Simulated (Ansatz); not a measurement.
How the elastic constant C33 of 1T (CdI2-type) SnS2 moves with the method

No measured value is used here.

```csv
level (code),value (GPa),cell (Å³/atom)
LDA (Ansatz),29.9,21.70
PBE (Ansatz),___,27.63
PBE-D3(BJ)+SOC (Ansatz),29.4,22.56
PBE0-D4 (Ansatz),33.2,22.10
```

Question: Some entries are withheld; supply them.

Answer: 
- PBE (Ansatz, a quantum-chemistry and plane-wave program), value (GPa): 1.87

LDA: LDA has no dispersion term either, though it tends to give short spacings of layers, chains or molecules. PBE: the cell comes from a level without a dispersion term, which matters for the spacing of layers, chains or molecules. PBE0-D4: the dispersion coefficients are held fixed in the derivatives. Each level is taken at its own relaxed cell. K meshes differ between the levels. Ansatz's density-functional and Hartree–Fock values are scalar-relativistic unless marked +SOC, with PAW data made under PBE.
